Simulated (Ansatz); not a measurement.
**BNH2 (triplet): from Hartree-Fock to the top rungs, cc-pVTZ**

Aim: climb from Hartree-Fock through coupled cluster and multireference methods for BNH2 (triplet) at one geometry and basis, and see what each rung misses.

Computed with Ansatz 0.2.0, Gaussian basis. Level: cc-pVTZ, core rule «outside noble gas», up to 2 orbitals frozen.

To be run: UHF; CCSD(T) on ROHF; CCSD(T) on UHF; BCCD(T) on ROHF; CCSDT(Q) on ROHF; CCSDT(Q) on UHF; CASSCF and MRCISD+Q, 10 electrons in 10 orbitals; CASSCF and NEVPT2, 10 electrons in 10 orbitals.

4 further runs of the same task are left out: 4 set aside as unsound or not needed.

### Step 1. The geometry

The geometry is a PBE0/def2-TZVP stationary point (not a proven minimum) of the parent state, kept for this charge and spin.

4 atoms, charge 0, spin multiplicity 3.

Atoms are counted from 1 here; the program's logs count them from 0.

Bond lengths: B1–N2 1.371 Å, N2–H3 1.011 Å, N2–H4 1.011 Å. Angles: B1–N2–H3 122.7°, B1–N2–H4 122.7°, H3–N2–H4 114.6°.

Geometry (Å):

```
B     0.0000    0.0000    0.8600
N     0.0000    0.0000   -0.5115
H     0.0000    0.8509   -1.0580
H     0.0000   -0.8509   -1.0580
```

### Step 2. UHF

File in.yaml:

```yaml
crystal:
  periodic: [false, false, false]
  atoms:
    - {symbol: B, position_ang: [0.000000, 0.000000, 0.859982]}
    - {symbol: N, position_ang: [0.000000, 0.000000, -0.511503]}
    - {symbol: H, position_ang: [0.000000, 0.850874, -1.057997]}
    - {symbol: H, position_ang: [0.000000, -0.850874, -1.057997]}
basis:
  gaussian: {orbitals: cc-pVTZ}
magnetization: {spin_polarized: true, initial_magnetization: 2}
hamiltonian: {xc: hf}
output: {orbitals: {seedname: orbitals}}
```

Started as:

```
> ansatz run in.yaml --threads 1 --pin off --events-out ev --progress --plain --max-ram 4096MiB --backend cpu
```

After this run come: CCSD(T) on ROHF; CCSD(T) on UHF; BCCD(T) on ROHF; CCSDT(Q) on ROHF; CCSDT(Q) on UHF; CASSCF and MRCISD+Q, 10 electrons in 10 orbitals; CASSCF and NEVPT2, 10 electrons in 10 orbitals.

**Question.** What will the summary of the whole plan be? Wanted: UCCSDT(Q) below the RHF energy; RMP2 from UCCSDT(Q); UMP2 from UCCSDT(Q); RCCSD from UCCSDT(Q); RCCSD(T) from UCCSDT(Q); UCCSD(T) from UCCSDT(Q); RCCSDT(Q) from UCCSDT(Q); NEVPT2 valence from UCCSDT(Q); MRCISD+Q valence from UCCSDT(Q).

As calculated:

| quantity | value |
| --- | --- |
| UCCSDT(Q) below the RHF energy | -7.9525 eV |
| RMP2 from UCCSDT(Q) | +749.5 meV |
| UMP2 from UCCSDT(Q) | +733.2 meV |
| RCCSD from UCCSDT(Q) | +323.2 meV |
| RCCSD(T) from UCCSDT(Q) | +28.3 meV |
| UCCSD(T) from UCCSDT(Q) | +28.3 meV |
| RCCSDT(Q) from UCCSDT(Q) | +1.5 meV |
| NEVPT2 valence from UCCSDT(Q) | +1075.2 meV |
| MRCISD+Q valence from UCCSDT(Q) | +68.3 meV |
| levels within 1 kcal/mol (43 meV) | RCCSD(T), UCCSD(T), BCCD(T), RCCSDT, UCCSDT, RCCSDT(Q) |
| T1 diagnostic | 0.022 |
| effectively unpaired electrons | 2.02 |

In words: RCCSD(T) misses by +28.3 meV, 0.4 % of the correlation energy. One determinant dominates. Of the multireference levels listed MRCISD+Q valence comes nearest in total energy (+68.3 meV), which doesn't show that its space is the better one. These misses are within one basis, not against nature; the frozen cores of restricted and unrestricted runs differ, which can shift their rows.
